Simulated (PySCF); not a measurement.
C5H10O (charge +1 and doublet state).
Z-matrix (Å and degrees, GFN2-xTB geometry), rows numbered from 1:
```
C 
C   1  1.3677
O   2  1.2995  1  120.29
C   3  1.4045  2  122.99  1   179.81
C   4  1.5364  3  107.22  2  -121.47
C   4  1.5363  3  107.18  2   121.53
H   1  1.0770  2  120.90  3  -179.86
H   1  1.0793  2  120.64  3     0.00
H   2  1.0905  1  121.08  3   179.98
H   4  1.0977  3  111.04  2    -0.01
H   5  1.0884  4  109.47  3    63.27
H   5  1.0871  4  110.98  3   -56.87
H   5  1.0861  4  108.82  3  -176.68
H   6  1.0872  4  110.93  3    55.86
H   6  1.0886  4  109.50  3   -64.20
H   6  1.0861  4  108.90  3   175.64
```

The hyperfine couplings belong to this conformer and change with its torsions.

Identity: `[CH2+][CH]OC(C)C` [radical] (charge +1).

Computed, not measured: UKS B3LYP, pcH-1 on C H O, non-relativistic, mean-field spin-orbit, GIAO (PySCF 2.14.0). Geometry: GFN2-xTB, one conformer, isolated ion. A GFN2-xTB geometry isn't a minimum of the functional, and hyperfine couplings can be far from their values at a DFT geometry, by a factor of two or more for some ions and for spin on atoms past the first row. Stability of the SCF solution: not tested.

The Mulliken spin populations are largest on C1 (+0.64) and O3 (+0.30). The angles at C1 add up to 360.0°, so it is planar; its axial dipolar tensor and the negative couplings of its protons fit spin in a p orbital normal to that plane.

(1) Find Q in a(H) = Q·ρ(C) for the protons on the planar carbons that carry spin.

## Answers

(1) 
```json
{"H": "H7", "C": "C1", "ρ(C)": "+0.644", "a(H) (G)": "-15.36", "a/ρ (G)": "-23.9"}
{"H": "H8", "C": "C1", "ρ(C)": "+0.644", "a(H) (G)": "-14.78", "a/ρ (G)": "-23.0"}
```

These protons share one ρ (within 0.01), so their mean ratio, Q = -23.4 G, is no test of linearity. In McConnell's picture π spin on carbon polarises the C–H bond and leaves opposite spin at the proton, which makes Q negative, as found here.

Couplings in gauss use g_iso = 2.0041.

The SMILES draws the unpaired electron on C2; the largest computed Mulliken spin population is on C1 (0.64 against 0.03).
